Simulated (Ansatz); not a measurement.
## Ansatz (development build ahead of 0.2.0) run

```yaml
crystal:
  periodic: [false, false, false]
  atoms:
    - { symbol: C, position_ang: [-0.00827, -0.00046, 0.00821] }
    - { symbol: C, position_ang: [0.00661, -0.00279, 1.31285] }
    - { symbol: C, position_ang: [0.0085, 0.00614, -1.30696] }
    - { symbol: H, position_ang: [0.92374, 0.00919, 1.87309] }
    - { symbol: H, position_ang: [-0.93683, 0.00404, 1.87339] }
    - { symbol: H, position_ang: [-0.00629, 0.93892, -1.87534] }
    - { symbol: H, position_ang: [0.00014, -0.92838, -1.87294] }
basis:
  gaussian: { orbitals: cc-pVDZ }
hamiltonian:
  xc: hf
```

The input is written out in the form of the current development build from the run's settings.

Output:

* Converged: yes
* Total energy: -115.87184 hartree
* Spin squared of the determinant: 0.000
